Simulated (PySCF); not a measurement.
Species: ethyl chloride, C$_{2}$H$_{5}$Cl, charge 0, multiplicity 1. SMILES: CCCl
Geometry: optimised at B3LYP-D3(BJ)/def2-TZVP (Ansatz).

Dispersion corrections to the total energy (kcal/mol) from the dftd3 and dftd4 libraries through PySCF: D3(BJ) without and D4 with the three-body term, each with the damping fitted for the functional named.

```csv
functional,D3(BJ),D4
PBE0,-2.54,-2.20
BP86,___,-3.44
B2GP-PLYP,-1.73,-1.08
BHLYP,-3.97,___
B3LYP,-5.21,-4.29
BLYP,___,-6.11
B2PLYP,-2.33,-1.85
```

Q: Complete the blanks.

A: 
- BP86, D3(BJ): -4.59
- BHLYP, D4: -2.97
- BLYP, D3(BJ): -6.42
